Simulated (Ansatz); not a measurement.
Input file:

```yaml
crystal:
  periodic: [false, false, false]
  atoms:
    - {symbol: O, position_ang: [-1.028173, -0.231644, 0.000000]}
    - {symbol: H, position_ang: [-1.277482, 0.694932, 0.000000]}
    - {symbol: H, position_ang: [0.317827, -0.231644, 0.000000]}
    - {symbol: S, position_ang: [1.987827, -0.231644, 0.000000]}
basis:
  gaussian: {orbitals: "6-31G*"}
magnetization: {spin_polarized: false, initial_magnetization: 2}
hamiltonian: {pseudopotentials: {relativity: none}}
correlation: {method: fic_mrcisd_q, electrons: valence}
```

```sh
$ ansatz run in.yaml --threads 1 --pin off --events-out ev --progress --plain --max-ram 2393MiB
```

(1) One thing in this input was set wrong on purpose, beside settings that are merely unusual. What is the gravest fault, and what does the program do?

Results:

(1) Method needs an active space. How the run ends: refused.
```
Error: this correlation method needs an active space: name one as the reference
```
